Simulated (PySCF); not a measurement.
C₂H₈Si.
Atom-mapped SMILES: `[CH3:1][CH2:2][SiH3:3]` (hydrogens: H4, H5, H6 on C1; H7, H8 on C2; H9, H10, H11 on Si3)

The same species was optimised twice, with GFN2-xTB and with PBE0-D3(BJ)/def2-SVP (PySCF), and the same property calculations (PySCF, gas phase) were run on both structures.

```
     coordinate  GFN2-xTB  PBE0-D3(BJ)/def2-SVP  change
     Si3–H9 (Å)     1.465                 1.497  +0.032
    Si3–H10 (Å)     1.465                 1.497  +0.032
    Si3–H11 (Å)     1.464                 1.496  +0.032
     C2–Si3 (Å)     1.902                 1.887  -0.015
      C1–H4 (Å)     1.088                 1.102  +0.014
      C1–H5 (Å)     1.088                 1.102  +0.014
      C1–H6 (Å)     1.089                 1.101  +0.012
      C2–H8 (Å)     1.092                 1.104  +0.012
      C2–H7 (Å)     1.092                 1.104  +0.012
      C1–C2 (Å)     1.525                 1.526  +0.001
  Si3–C2–H7 (°)     109.7                 107.5    -2.2
  Si3–C2–H8 (°)     109.7                 107.7    -2.0
 C2–Si3–H11 (°)     109.0                 110.7    +1.7
   C1–C2–H8 (°)     108.9                 110.7    +1.8
   C1–C2–H7 (°)     109.0                 110.6    +1.6
 H9–Si3–H10 (°)     109.3                 108.0    -1.3
H10–Si3–H11 (°)     109.8                 108.5    -1.3
  C1–C2–Si3 (°)     113.0                 114.3    +1.3
```

Rotational constants: A = 23465, B = 4877, C = 4464 MHz (GFN2-xTB) against A = 23430, B = 4837, C = 4439 MHz (PBE0-D3(BJ)/def2-SVP). Point groups within 0.08 Å: Cs and Cs. Atoms that the bonding makes alike are paired by their places after alignment.

On the GFN2-xTB structure: lowest singlet, TDDFT (eV) 7.54 [B3LYP/def2-SVPD]; lowest triplet, Tamm–Dancoff (eV) 7.19 [B3LYP/def2-SVPD]; isotropic polarisability (au) 54.4 [B3LYP/def2-SVPD]; HOMO (eV) -8.26 [B3LYP/def2-SVPD]; LUMO (eV) 0.22 [B3LYP/def2-SVPD]; dipole (D) 0.66 [B3LYP/def2-SVPD]; HOMO (eV) -8.50 [PBE0/pcSseg-1]; LUMO (eV) 0.90 [PBE0/pcSseg-1]; dipole (D) 0.63 [PBE0/pcSseg-1]; GIAO shielding of C1 (ppm) 174.0 [PBE0/pcSseg-1]; GIAO shielding of C2 (ppm) 182.7 [PBE0/pcSseg-1]; GIAO shielding of Si3 (ppm) 417.2 [PBE0/pcSseg-1].

What do these properties become on the PBE0-D3(BJ)/def2-SVP structure?

| property | level | on GFN2-xTB | on PBE0-D3(BJ)/def2-SVP | change |
| --- | --- | --- | --- | --- |
| lowest singlet, TDDFT (eV) | B3LYP/def2-SVPD | 7.54 | 7.57 | +0.03 |
| lowest triplet, Tamm–Dancoff (eV) | B3LYP/def2-SVPD | 7.19 | 7.25 | +0.06 |
| isotropic polarisability (au) | B3LYP/def2-SVPD | 54.4 | 55.8 | +1.4 |
| HOMO (eV) | B3LYP/def2-SVPD | -8.26 | -8.32 | -0.06 |
| LUMO (eV) | B3LYP/def2-SVPD | 0.22 | 0.20 | -0.02 |
| dipole (D) | B3LYP/def2-SVPD | 0.66 | 0.85 | +0.19 |
| energy, GFN2-xTB geometry as zero (kcal/mol) | B3LYP/def2-SVPD | 0.0 | -1.1 | -1.1 |
| HOMO (eV) | PBE0/pcSseg-1 | -8.50 | -8.57 | -0.07 |
| LUMO (eV) | PBE0/pcSseg-1 | 0.90 | 0.92 | +0.02 |
| dipole (D) | PBE0/pcSseg-1 | 0.63 | 0.83 | +0.20 |
| energy, GFN2-xTB geometry as zero (kcal/mol) | PBE0/pcSseg-1 | 0.0 | -0.9 | -0.9 |
| GIAO shielding of C1 (ppm) | PBE0/pcSseg-1 | 174.0 | 172.6 | -1.4 |
| GIAO shielding of C2 (ppm) | PBE0/pcSseg-1 | 182.7 | 181.9 | -0.8 |
| GIAO shielding of Si3 (ppm) | PBE0/pcSseg-1 | 417.2 | 413.3 | -3.9 |

The heavy atoms differ by 0.010 Å rms after alignment. Among all bonds Si3–H9, Si3–H10 and Si3–H11 change most and about equally (+0.032 Å). Changes are differences of the printed values. Neither structure is proved a minimum here.
